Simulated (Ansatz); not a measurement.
A made-up structure of CH4Si2, closed shell:

```
atom    x (Å)    y (Å)    z (Å)
  C1  -1.6071   0.0802  -0.9540
 Si2  -0.2716  -0.3385   0.0088
 Si3   1.6899   0.2995   0.8137
  H4  -2.4471  -0.5892  -1.1014
  H5  -1.6682   1.0382  -1.4603
  H6  -0.7533  -0.9661   1.1880
  H7   2.6996  -0.7176   0.3888
```

It is relaxed with PBE-D4/def2-SVP and then PBE0-D4/def2-TZVP (Ansatz 0.2.0). Atoms count as bonded within 1.22 times the sum of their covalent radii (H–H: 0.88 Å). The end point is not checked to be a true minimum.

Problem. Does its bonding change? (A judgement: the text doesn't fix the answer.)

Solution. The calculation gives: No: no bond forms or breaks.

Where it ends: The first stage lowers the energy by 1.19 eV in 16 steps. It ends as CH₄Si₂ ([CH2][SiH][SiH]):
| atom | x (Å) | y (Å) | z (Å) |
| --- | --- | --- | --- |
| C1 | -1.5492 | 0.1476 | -0.8474 |
| Si2 | -0.3097 | -0.5364 | 0.1487 |
| Si3 | 1.7357 | 0.5470 | 0.0180 |
| H4 | -2.5670 | -0.2224 | -0.9252 |
| H5 | -1.3346 | 1.0177 | -1.4613 |
| H6 | -0.7164 | -1.7262 | 0.9474 |
| H7 | 2.3834 | -0.4209 | 1.0036 |

Labels in which every atom is bracketed show which atoms are joined, not bond orders.

For scale, one of the runs: PBE0-D4/def2-TZVP relaxation, 129 basis functions, launched by `ansatz run in.yaml --threads 2 --pin off --events-out ev --progress --plain --max-ram 4352MiB`. Hardware: 2 CPU threads of an Arm Neoverse V2, shared host. Wall time about 17 s.
